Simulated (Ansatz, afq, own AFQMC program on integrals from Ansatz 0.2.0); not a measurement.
AFQMC on a folder of integrals that Ansatz 0.2.0 wrote.

```yaml
crystal:
  periodic: [false, false, false]
  atoms:
    - {symbol: Ge, position_ang: [0.000000, 0.017080, 0.367221]}
    - {symbol: N, position_ang: [0.000000, -0.140135, -1.738920]}
    - {symbol: H, position_ang: [0.000000, 0.716451, -2.300131]}
basis:
  gaussian: {orbitals: cc-pVDZ}
magnetization: {spin_polarized: false, initial_magnetization: 2}
correlation: {method: ccsd_t, electrons: outside_noble_gas, hamiltonian_folder: ham}
```

```sh
$ ansatz run in.yaml --threads 1 --pin off --events-out ev --progress --plain --max-ram 1382MiB
```

Options of the walk:

```
--method phaseless --trial cisd --walkers 20 --populations 1 --least-time 40 --time-step 0.005 --steps-per-block 5 --equilibration-blocks 400 --max-blocks 800 --target-error 0.00076 --factor-cut 1e-05 --start spin_pure --seed 8004 --taylor-order 4
```

Times are imaginary, in 1/Eh. The walk had a cap of 289 s. Filled inner d shells are frozen with the cores.

Log:

```
orbitals 31  electrons 6 4  factors 228 of 509
reference energy -2130.26594462 Eh
CCSD correlation -0.22904277 Eh in 29 cycles, weight of the determinant in the CISD state 0.8677
energy of the start -2130.494981 Eh
 block  time / (1/Eh)  mean weight  energy / Eh
     1     0.025  0.9996  -2130.494221
     2     0.050  1.0003  -2130.493517
     3     0.075  1.0010  -2130.493059
     4     0.100  1.0027  -2130.492629
     5     0.125  1.0014  -2130.492580
     8     0.200  0.9983  -2130.492643
    31     0.775  1.0003  -2130.499561
   121     3.025  0.9964  -2130.497900
   211     5.275  0.9961  -2130.499427
   301     7.525  1.0006  -2130.498257
   361     9.025  1.0016  -2130.488326
   391     9.775  1.0005  -2130.497349
   481    12.025  0.9970  -2130.499634
   571    14.275  1.0027  -2130.523065
   661    16.525  0.9974  -2130.501342
   691    17.275  1.0023  -2130.529708
   751    18.775  0.9971  -2130.516561
   841    21.025  1.0003  -2130.499821
   931    23.275  0.9990  -2130.497032
  1021    25.525  1.0011  -2130.504516
  1111    27.775  1.0022  -2130.494019
  1171    29.275  1.0018  -2130.519781
blocks merged  error / Eh  count
     1  0.000307  800
     2  0.000423  400
     4  0.000583  200
     8  0.000781  100
    16  0.001028  50
    32  0.001285  25
    64  0.001438  12
energy -2130.501429 +/- 0.001285 Eh
(rows thinned)
```

The run failed at least one of its tests; the cautions name the faults.

Against this walk (error 35.0 meV) on the same determinant: CCSD(T) 16.0 meV lower (within the noise), CCSDT(Q) 50.7 meV lower (within the noise), a separate phaseless walk with a CISD trial and standard settings 47.7 ± 37.7 meV lower (within the noise). The error is statistical and leaves out the bias of the constraint. None of these is a sure reference here.

Cautions: constraint bias not in the error; error not settled; error above the target (35.0 against 20.7 meV); no relativity below Rb; no spin-orbit coupling; inner d shell frozen; lower spins were not checked; higher spins were not checked; a spin-contaminated unrestricted determinant lies lower (UHF 223 meV lower, ⟨S²⟩ 2.06); CCSDT(Q) is in doubt: among natural orbitals it converges to other amplitudes; CCSDT(Q) on the UHF determinant differs (86 meV lower), by its state or its frozen core; the sampling time fell short of the least asked; so few walkers bias the energy.

The walk took 88 s on 1 thread of Intel(R) Xeon(R) 6975P-C (Granite Rapids) (shared host). The log's last line is the phaseless energy.

CCSDT and higher add their correlation energy to the determinant of the CCSD(T) run, since their own runs factorise the integrals more tightly (a shift of under 2 meV).
